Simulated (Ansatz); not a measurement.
## C, pressure series

Consider C in the diamond structure (space group Fd-3m, No. 227; a = 3.5716 Å).

Cell and atoms are relaxed at each pressure.

Level of theory: PBE (Ansatz, a first-principles code), no SOC, earlier PAW set.

| P (GPa) | V (Å³/atom) |
|---|---|
| -1.98 | 5.722 |
| -0.98 | 5.708 |
| 1.80 | 5.672 |
| 4.20 | 5.641 |
| 9.00 | 5.582 |
| 18.00 | 5.479 |
| 30.00 | 5.354 |
| 45.00 | 5.213 |
| 60.00 | 5.088 |

Problem. Fit a third-order Birch–Murnaghan equation of state.

Solution. Least squares on P(V) = (3B₀/2)[(V₀/V)^(7/3) − (V₀/V)^(5/3)]·[1 + (3/4)(B₀′ − 4)((V₀/V)^(2/3) − 1)] gives V₀ = 5.70 Å³/atom, B₀ = 433 GPa and B₀′ = 3.7.

Measured bulk modulus of C: 454.7 GPa (static lattice; corrected from measurement; as listed in Daniel Mejia-Rodriguez, S. B. Trickey, Phys. Rev. B (2018)); the computed value is 5 % below it.

Load acts through the strain it causes; cell and atoms are relaxed under it. Stability against distortions was not tested. Competing high-pressure phases were not computed.
